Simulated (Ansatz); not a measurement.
**Diamond**

The numbers are results of HSE06 (plane waves, PAW; Ansatz, an electronic-structure program), not measurements.

Run with plane-wave cutoff 520 eV, 12×12×12 k mesh, finite displacements, scalar-relativistic PAW data made under PBE.

Cell: measured lattice: a = b = c = 3.5670 Å, α = β = γ = 90.00°.

For diamond, the TO(Γ) frequency is 1348 cm⁻¹.

Measured, for comparison: zone-centre TO phonon frequency 1333 cm⁻¹ (low temperature, zero-point motion not removed; as tabulated in Kunc et al. (2003), arXiv:cond-mat/0304692). Computed (rounded) less measured: zone-centre TO phonon frequency +1 %.

Note: the cell isn't this level's own, so it is under some stress, which shifts stiffness and frequencies.
